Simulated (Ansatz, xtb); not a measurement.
Relative energy of two isomers of C2H7Si

We compare X, `C[SiH]C`, a doublet, with Y, `[CH2][SiH2]C`, a doublet. Both are isolated molecules in the gas phase, relaxed with PBE0-D3(BJ)/def2-SVP; the shapes shown needn't be the lowest conformers.

X (Å):

```csv
atom,x (Å),y (Å),z (Å)
C,0.6767,-1.4854,0.4426
C,3.1750,0.3011,-0.1197
Si,1.2928,0.1919,-0.1602
H,0.9990,-1.6751,1.4781
H,-0.4219,-1.5396,0.4121
H,1.0755,-2.2961,-0.1913
H,0.7850,0.4656,-1.5471
H,3.6228,-0.4726,-0.7669
H,3.5240,1.2831,-0.4731
H,3.5568,0.1509,0.9020
```

Y (Å):

```xyz
10

C     0.3095   -1.2515    0.3522
C     3.1361   -0.0328    0.3533
Si    1.5990   -0.3937   -0.6656
H    -0.5238   -1.8073   -0.0923
H     0.2942   -1.2066    1.4474
H     1.0526    0.8958   -1.2109
H     1.9427   -1.2444   -1.8511
H     3.5829   -0.9644    0.7329
H     2.8898    0.6055    1.2162
H     3.8939    0.4899   -0.2500
```

Estimate which is lower in electronic energy at CCSD(T)/def2-SVP + ΔMP2/def2-TZVPP, and by roughly how much.

The CCSD(T)/def2-SVP + ΔMP2/def2-TZVPP calculation puts structure X lower, by 43.6 kJ/mol.

The same difference at several levels:

| level | geometry | E(Y) − E(X) (kJ/mol) | departure from the last row (kJ/mol) | job, with rough time for the two |
| --- | --- | --- | --- | --- |
| GFN2-xTB | GFN2-xTB | +59.1 | +15.5 | optimisation, 0.4 s |
| HF/STO-3G | GFN2-xTB | +9.3 | −34.3 | single point, 1.1 s |
| r2SCAN-D4/def2-SVP | GFN2-xTB | +47.6 | +4.0 | single point, 6.3 s |
| PBE0-D3(BJ)/def2-SVP | PBE0-D3(BJ)/def2-SVP | +53.9 | +10.3 | optimisation, 4.1 min |
| HF/def2-SVP | PBE0-D3(BJ)/def2-SVP | +17.9 | −25.7 | part of the CCSD(T) run |
| MP2/def2-SVP | PBE0-D3(BJ)/def2-SVP | +56.3 | +12.7 | part of the CCSD(T) run |
| CCSD(T)/def2-SVP | PBE0-D3(BJ)/def2-SVP | +46.8 | +3.2 | single point |
| CCSD(T)/def2-SVP + ΔMP2/def2-TZVPP | PBE0-D3(BJ)/def2-SVP | +43.6 |  | single point, 38 s |

As drawn, Y has 1 Si–H in place of 1 C–H.

The levels shown agree on the order. The largest departure from CCSD(T)/def2-SVP + ΔMP2/def2-TZVPP is that of HF/STO-3G, 34.3 kJ/mol. The last row adds to CCSD(T) the change of the MP2 difference between the two basis sets, here −3.2 kJ/mol.

With harmonic frequencies from PBE0-D3(BJ)/def2-SVP (ideal gas, rigid rotor, one conformer each, 298.15 K, 1 atm): the zero-point term adds −11.8 kJ/mol; ΔH is +32.7 and ΔG +29.7 kJ/mol.

Open shells are spin-unrestricted. The correlated steps freeze 7 core orbitals. Mirror images aren't counted in ΔG. Programs: Ansatz 0.2.0, xtb 6.7.1; the last row on 2 threads of Intel(R) Xeon(R) Processor @ 2.50GHz (Skylake/Cascade Lake) on a shared host.
